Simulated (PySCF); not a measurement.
Potential energy curve for BeH, doublet.

Levels: ROKS-TPSSh = restricted open-shell TPSSh/6-31G (PySCF); ROHF/6-31G (PySCF); ROKS-CAM-B3LYP = restricted open-shell CAM-B3LYP/6-31G (PySCF); UKS-TPSSh = unrestricted TPSSh/6-31G in PySCF 2.14.0.

Energies are in kcal/mol, each relative to the lowest point of its own curve near equilibrium.

```csv
R / Å,ROKS-TPSSh,ROHF,ROKS-CAM-B3LYP,UKS-TPSSh
1.10,16.2,15.9,15.4,16.2
1.14,10.9,10.6,10.2,11.0
1.21,4.6,4.3,4.1,4.7
1.28,1.2,1.0,1.0,1.3
1.32,0.3,0.2,0.2,0.3
1.36,0.0,0.0,0.0,0.0
1.39,0.1,0.2,0.2,0.1
1.45,1.0,[?],1.3,1.0
1.48,1.8,2.4,2.2,1.7
1.57,5.0,6.2,5.7,4.8
1.69,10.7,12.9,11.9,10.4
1.84,19.1,22.8,20.9,18.3
2.04,30.5,36.8,33.4,28.8
2.23,40.6,50.1,44.2,37.2
2.46,48.5,50.7,51.2,44.5
2.72,52.1,50.1,53.8,49.9
2.96,54.2,49.5,54.8,53.0
3.34,56.3,[?],55.5,56.0
3.68,57.4,[?],55.8,57.3
4.11,58.2,48.7,56.0,58.3
4.75,58.5,48.7,56.1,58.6
5.45,58.6,48.7,56.2,58.7
```

Problem. What belongs in the gaps?

Solution. 
- 1.45, ROHF: 1.5
- 3.34, ROHF: 49.0
- 3.68, ROHF: 48.8
